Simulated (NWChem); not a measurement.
Lowest excitation of chloromethane (CH3Cl)

```
C
H 1 1.1057
H 1 1.1057 2 109.81
H 1 1.1057 2 109.81 3 -120.84
Cl 1 1.7911 2 109.13 3 119.58
```
Charge 0, spin multiplicity 1.

Everything below was run with NWChem. All single points use one geometry, from PBE/def2-SVP, a minimum by its harmonic frequencies.

Basis set: aug-cc-pVDZ.

```csv
method,lowest vertical singlet excitation energy (eV),relative cost,difference from EOM-CCSD
EOM-CCSD,7.42,1,0.00
TD-PBE,6.39,under 3,-1.03
CIS,8.14,under 3,+0.72
TDA-PBE0,7.05,under 3,-0.37
TD-B3LYP,6.78,under 3,-0.63
```

The values span 1.75 eV, from TD-PBE (lowest) to CIS (highest). Relative cost: rough, from shared machines, SCF included, EOM-CCSD = 1.

The correlated methods keep 6 core orbitals frozen. B3LYP has NWChem's definition, with VWN1-RPA local correlation. Coupled-cluster values serve here as a point of comparison, not as the truth.
